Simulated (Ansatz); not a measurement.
## Relaxing YBe

The calculation used Ansatz 0.2.0, DFT PBE, scalar-relativistic, plane waves, PAW. Cutoff 420 eV, Γ-centred k mesh, Gaussian smearing, no spin polarisation in the final step.

The start puts YBe on the rock salt structure type (Fm-3m, No. 225), with Y in place of Na, Be in place of Cl, at a guessed volume.

```yaml
crystal:
  lattice:
    - [0.00000, 2.59203, 2.59203]
    - [2.59203, 0.00000, 2.59203]
    - [2.59203, 2.59203, 0.00000]
  atoms:
    - { symbol: Y, position: [0.00000, 0.00000, 0.00000] }
    - { symbol: Be, position: [0.50000, 0.50000, 0.50000] }
```

Cell and atoms relax at zero pressure; the relaxation can't lower the symmetry of the start. After a coarse first stage the cell is made exact in the group found at 0.06 Å.

Energies over the elements count from the elements' standard structures at the same level, with no empirical corrections.

(1) What does it relax into?

(2) What are its volume, energy, density and gap?

Answers

(1) It keeps Fm-3m (No. 225). The result has the rock salt structure. Conventional cell: a = 5.688 Å. Around Y lie 6 Be at 2.84 Å; around Be lie 6 Y at 2.84 Å.

Space group Fm-3m (No. 225). a = 5.688 Å, b = 5.688 Å, c = 5.688 Å, α = 90.00°, β = 90.00°, γ = 90.00°
| atom | site | symmetry | x | y | z |
| --- | --- | --- | --- | --- | --- |
| Y | 4a | m-3m | 0.0000 | 0.0000 | 0.0000 |
| Be | 4b | m-3m | 0.5000 | 0.0000 | 0.0000 |

(2) The volume per atom is 23.01 Å³ and the density is 3.53 g/cm³. The energy over the elements is 0.46 eV/atom and the gap on the 16×16×16 mesh is 0 eV (a metal).

The final run used a 16×16×16 mesh on its 2-atom cell and 0.10 eV smearing. For metals, differences of a few meV/atom aren't resolved. Symmetry constrained the relaxation, so the result can be a saddle point. The steps took roughly 18 core-seconds in all.

Cost: 3 runs of about 0.29 core-minutes in all, on Arm Neoverse V2 (shared hosts).